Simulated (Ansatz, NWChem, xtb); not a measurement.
## How methods differ on CO2 (carbon dioxide)

The species is CO2 (3 atoms), meant as a singlet with charge 0. As SMILES, `O=C=O`. The shape is that of a PBE0-D4/def2-TZVP optimisation. The run starts from this shape.

```xyz
3

O     0.3716   -1.0919    0.0882
C     0.0001    0.0001    0.0001
O    -0.3718    1.0918   -0.0883
```

Quantity: the adiabatic ionisation energy (to the doublet cation, no zero-point term), in eV. The values are calculated.

```csv
level,kind,program,value (eV),CPU time (all runs)
GFN2-xTB,semi-empirical,xtb,19.48,under 2 s
HF/STO-3G,Hartree–Fock,Ansatz,8.45,1.2 s
HF/3-21G,Hartree–Fock,Ansatz,12.07,1.5 s
HF/6-31G* (Cartesian functions),Hartree–Fock,Ansatz,12.45,2.2 s
HF/cc-pVTZ,Hartree–Fock,Ansatz,12.45,4.9 s
PBE/def2-SVP,GGA,Ansatz,13.57,4.9 s
BLYP/cc-pVTZ,GGA,Ansatz,13.46,9.8 s
PBE0/def2-SVP,global hybrid,NWChem,13.75,26 s
B3LYP/6-31G* (Cartesian functions),global hybrid,Ansatz,13.63,24 s
B3LYP-D4/def2-TZVP,global hybrid,Ansatz,13.80,34 s
```

The values span 8.45 to 19.48 eV. The xTB values lack the empirical shift that such differences need. Spin contamination of the reference (⟨S²⟩ at least 0.1 too high) touches HF/STO-3G, HF/3-21G, HF/6-31G*, HF/cc-pVTZ. Without the sets that lack polarisation functions the rows with a basis span only 12.45 to 13.80 eV. CPU times are rough (shared hosts, several kinds of processor and program).
